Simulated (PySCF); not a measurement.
O₃, SMILES O=[O+][O-] (connectivity only; charge and spin as stated), charge -1, multiplicity 2.

Coordinates come from a PBE-D3(BJ)/def2-TZVPD optimisation. The isomer is the one that the SMILES or the coordinates give; other isomers of the formula were not compared.

Computed with PySCF with PBE/def2-TZVPD.

The molecule is in vacuum. A positive occupied level means that this level leaves the electron formally unbound; only the finite basis holds it.

Computed frontier levels, dipole moment and polarisability:
```
Quantity                                                            Value
------------------------------------------------  -----------------------
α spin, highest occupied and lowest empty level          1.47 and 4.75 eV
β spin, highest occupied and lowest empty level          0.35 and 2.66 eV
dipole moment about the centre of nuclear charge                0.224 e·Å
mean static polarisability                           35.9 bohr³ (5.32 Å³)
polarisability, principal values                   23.6, 28.2, 55.9 bohr³
⟨S²⟩                                              0.752 (pure state 0.75)
```
